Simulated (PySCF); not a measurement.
**B: ionisation energy**

B [He] 2s2 2p1 (2P) → B⁺ [He] 2s2 (1S), as a difference of total energies. All numbers are calculated (PySCF 2.14, the spin-free X2C one-electron Hamiltonian (Gaussian nucleus), in jorge-DZP-DKH (4s2p1d, 15 functions)). Correlated levels: valence: 1s2 frozen. The calculations carry no spin-orbit coupling.

| method | ionisation energy (eV) |
| --- | --- |
| UHF | 8.028 |
| r2SCAN | 8.754 |
| MP2 (valence) | 8.136 |
| SCS-MP2 (valence) | 8.099 |
| CCSD(T) (valence) | 8.048 |

Problem. Estimate what CCSD (valence) gives.

Solution. 8.027 eV, closest to UHF among the rows shown.

Problem. Estimate what TPSS gives.

Solution. 8.753 eV, closest to r2SCAN among the rows shown.

Errors of the correlated levels include the incompleteness of this basis and the frozen core.

The coupled-cluster amplitudes are large for B⁺ (T1 above 0.03 or a double amplitude above 0.15), so a single reference is strained.

For comparison: 8.297 eV (measured; NIST levels, between the centres of gravity of the two terms).
